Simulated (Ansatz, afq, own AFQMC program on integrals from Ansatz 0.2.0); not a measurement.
AFQMC on a folder of integrals that Ansatz 0.2.0 wrote.

```yaml
crystal:
  periodic: [false, false, false]
  atoms:
    - {symbol: Si, position_ang: [0.000134, -0.000093, -0.065387]}
    - {symbol: H, position_ang: [2.115946, 0.021816, 0.611631]}
    - {symbol: H, position_ang: [-1.077982, 1.823927, 0.602528]}
    - {symbol: H, position_ang: [-1.041698, -1.843158, 0.607806]}
basis:
  gaussian: {orbitals: 6-31G}
magnetization: {spin_polarized: true, initial_magnetization: 1}
correlation: {method: ccsd_t, electrons: outside_noble_gas, hamiltonian_folder: ham}
```

```sh
$ ansatz run in.yaml --threads 1 --pin off --events-out ev --progress --plain --max-ram 24576MiB --backend cuda --devices 0, --max-vram 18GiB
```

afq runs on the folder ham with

```
--method phaseless --trial cisd --walkers 4000 --populations 20 --least-time 60 --time-step 0.005 --steps-per-block 50 --equilibration-blocks 40 --max-blocks 4000 --target-error 0.00032 --factor-cut 1e-05 --start spin_pure --seed 6835 --release-times 0.24,0.51,0.99,1.62,2.4 --release-step 0.03 --release-every 3 --taylor-order 6
```

Times are imaginary, in 1/Eh. The walk had a cap of 122 s. With eight or more populations the least sampling time is a fifth of least-time, and the error comes from their spread.

afq prints:

```
orbitals 14  electrons 4 3  factors 77 of 236
reference energy -290.37866279 Eh
CCSD correlation -0.09648104 Eh in 15 cycles, weight of the determinant in the CISD state 0.6457
energy of the start -290.456255 Eh
 block  time / (1/Eh)  mean weight  energy / Eh
     1     0.250  1.0000  -290.460052
     2     0.500  1.0001  -290.463062
     3     0.750  1.0001  -290.465478
     4     1.000  1.0001  -290.467252
     5     1.250  1.0000  -290.468806
    10     2.500  1.0000  -290.474117
    15     3.750  1.0000  -290.476686
    19     4.750  1.0000  -290.477096
    29     7.250  0.9999  -290.477316
    39     9.750  1.0000  -290.478341
    49    12.250  1.0001  -290.478279
    59    14.750  1.0000  -290.479499
    69    17.250  0.9999  -290.479648
    71    17.750  1.0001  -290.479989
    79    19.750  0.9997  -290.479268
    89    22.250  1.0001  -290.478363
error from the spread of 20 populations
released: time / (1/Eh)  energy / Eh  error  mean overlap
  0.24  -290.479328  0.000177  0.9986
  0.51  -290.479603  0.000170  0.9984
  0.99  -290.479803  0.000141  1.0019
  1.62  -290.480259  0.000138  1.0012
  2.40  -290.480566  0.000126  1.0022
energy -290.478959 +/- 0.000155 Eh
(rows thinned)
```

The run passed its tests (sampling time, drift between the halves within three errors, error under three times the target), which doesn't prove that it has relaxed.

Against this walk (error 4.2 meV) on the same determinant: CCSD(T) 23.6 meV higher, CCSDT(Q) 83.9 meV lower, CCSDTQ 90.6 meV lower, full CI 92.5 meV lower. The error is statistical and leaves out the bias of the constraint. The determinant has ⟨S²⟩ = 1.48, so the low cluster orders mix in higher spin, while the walk starts as a pure doublet. The released energies are still falling (meV from the phaseless value at times in 1/Eh: -10 ± 5 at 0.24, -18 ± 5 at 0.51, -23 ± 4 at 0.99, -35 ± 4 at 1.62, -44 ± 3 at 2.40), so they give no level; they do show a bias of the constraint, and the last of them that isn't too noisy lies 49 meV above full CI. Full CI is exact here, so the walk's 92 meV above it is the walk's own error: the bias of the constraint with this trial. The determinant is a poor start (see the cautions), so the low cluster orders aren't to be relied on, and full CI is the sure value.

Cautions: constraint bias not in the error; strong correlation (T1 0.125, weight of the determinant 0.65, largest double 0.14); unrestricted determinant spin contaminated (⟨S²⟩ 1.48 against 0.75); CCSD(T) is in doubt: in a space of 7 electrons in 8 natural orbitals full CI lies 108 meV below it.

The walk took 32 s on 1 × NVIDIA H100 80GB HBM3 with 2 threads of AMD EPYC 7R13 Processor (Zen 3), with other jobs on the host (the card was shared). The log's last line is the phaseless energy.

CCSDT and higher add their correlation energy to the determinant of the CCSD(T) run, since their own runs factorise the integrals more tightly (a shift of under 2 meV). A walk keeps the symmetry of its determinant, which the program's search chose and which needn't be the lowest solution, so a lower state of the same spin and another symmetry isn't excluded.
